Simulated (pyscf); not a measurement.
Elementary routes open to GeH₃• + disilane (H₃Si–SiH₃) in the gas phase (doublet surface):
A. H₃Si–GeH₃ + silyl (SiH₃•) (Si–Si broken; Ge–Si formed)
B. germane (GeH₄) + •H₂Si–SiH₃ (H–Si broken; Ge–H formed)

PySCF, gas phase, ωB97X-D3(BJ)/def2-SVP geometries.

**Question.** Rank the routes by free-energy barrier at 1200 K, lowest first, for ωB97M-D3(BJ)/def2-TZVP energies (ideal gas, 1 atm, RRHO with modes under 100 cm⁻¹ raised to 100, one conformer, R ln 2 for chiral ones without a mode under 150 cm⁻¹).

**Answer.** B (36.6 kcal/mol), A (47.7 kcal/mol)

Route B is the fastest of these, ahead of the next by 11.1 kcal/mol. The most stable products are those of A (ΔG = +2.6 kcal/mol), whose barrier is 11.1 kcal/mol higher: the kinetic and the thermodynamic product differ. At 298 K B is still the fastest. Only these routes are compared; each barrier is that of the saddle found, and lower ones may exist. Elements up to Kr have no core potential and no relativistic terms here.
